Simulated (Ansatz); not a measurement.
# C3H6FN: the cost of one run

Computed with the Python package of Ansatz 0.2.0. The levels of theory stand in the script.

## Step 1: The structure

Bond lengths: C1–C2 1.454 Å, C2–F3 1.368 Å, C2–C4 1.550 Å, C4–N5 1.309 Å, C1–H6 1.147 Å, C1–H7 1.112 Å, C1–H8 1.058 Å, C2–H9 1.133 Å, C4–H10 1.077 Å, N5–H11 1.034 Å. Angles (14 of 16 angles, heavy atoms first): C1–C2–F3 106.9°, C1–C2–C4 113.3°, F3–C2–C4 111.5°, C2–C4–N5 120.4°, C1–C2–H9 108.4°, F3–C2–H9 110.1°, C4–C2–H9 106.6°, C2–C1–H6 113.6°, C2–C1–H7 111.7°, C2–C1–H8 114.1°, C2–C4–H10 115.5°, N5–C4–H10 123.5°, C4–N5–H11 108.1°, H6–C1–H7 102.9°.

The script holds or builds the structure itself.

## Step 2: Script

The input, c3h6fn.py:

```python
from pathlib import Path
import warnings

import ansatz as az
import numpy as np

GEOMETRY = '''
C    -0.98960    0.32090    0.78040
C     0.26590   -0.31770    0.41940
F    -0.01130   -1.63690    0.18690
C     0.95840    0.34030   -0.80090
N     1.04270   -0.30050   -1.93890
H    -0.89410    1.44800    0.96780
H    -1.73000    0.26930   -0.04810
H    -1.44790   -0.08490    1.64390
H     0.98230   -0.21800    1.29200
H     1.20970    1.38100   -0.68560
H     0.67920   -1.25840   -1.79650
'''

warnings.simplefilter('ignore', az.DeckWarning)

c3h6fn = az.Crystal.molecule()
for line in GEOMETRY.strip().splitlines():
    symbol, *xyz = line.split()
    c3h6fn = c3h6fn.atom(symbol, [float(v) for v in xyz])

setup = c3h6fn.calculation().basis(gaussian='cc-pVDZ').scf(lower_state_search='off')

print('functional    E (Ha)        dipole (D)   HOMO (eV)  LUMO (eV)')
for name in ['r2scan0', 'lc_wpbe', 'lda', 'pbe']:
    r = setup.functional(name).forces().orbitals().run(threads=1, runs_dir='runs').report
    lines = Path(r['orbitals_path']).read_text().splitlines()
    field_of = lambda key: [line.split('=')[1].strip() for line in lines if line.startswith(key)]
    orbitals = [(27.211386 * float(e), s, float(n)) for e, s, n in zip(field_of('Ene='), field_of('Spin='), field_of('Occup='))]
    homo = max(e for e, _, n in orbitals if n > 0.5)
    lumo = min(e for e, _, n in orbitals if n < 0.5)
    dipole = 4.803205 * np.linalg.norm(r['charge_distribution']['dipole_moment_e_ang'])
    print(f'{name:10s} {r["free_energy_ev"] / 27.211386246:14.6f} {dipole:9.3f} {homo:11.3f} {lumo:10.3f}')
```

## Step 3: The input behind the calls

The package turns the script's settings into the engine's input (first run):

```yaml
crystal:
  periodic: [false, false, false]
  atoms:
    - { symbol: C, position_ang: [-0.9896, 0.3209, 0.7804] }
    - { symbol: C, position_ang: [0.2659, -0.3177, 0.4194] }
    - { symbol: F, position_ang: [-0.0113, -1.6369, 0.1869] }
    - { symbol: C, position_ang: [0.9584, 0.3403, -0.8009] }
    - { symbol: "N", position_ang: [1.0427, -0.3005, -1.9389] }
    - { symbol: H, position_ang: [-0.8941, 1.448, 0.9678] }
    - { symbol: H, position_ang: [-1.73, 0.2693, -0.0481] }
    - { symbol: H, position_ang: [-1.4479, -0.0849, 1.6439] }
    - { symbol: H, position_ang: [0.9823, -0.218, 1.292] }
    - { symbol: H, position_ang: [1.2097, 1.381, -0.6856] }
    - { symbol: H, position_ang: [0.6792, -1.2584, -1.7965] }
basis:
  gaussian:
    orbitals: cc-pVDZ
hamiltonian:
  xc: r2scan0
scf:
  lower_state_search: "off"
output:
  orbitals: {}
  forces: true
```

## Step 4: Launch

The run is started by

```bash
python c3h6fn.py
```

What time and memory should one allow on 1 thread of Arm Neoverse V1, shared host?

About 15 s, with a peak of 0.23 GiB.
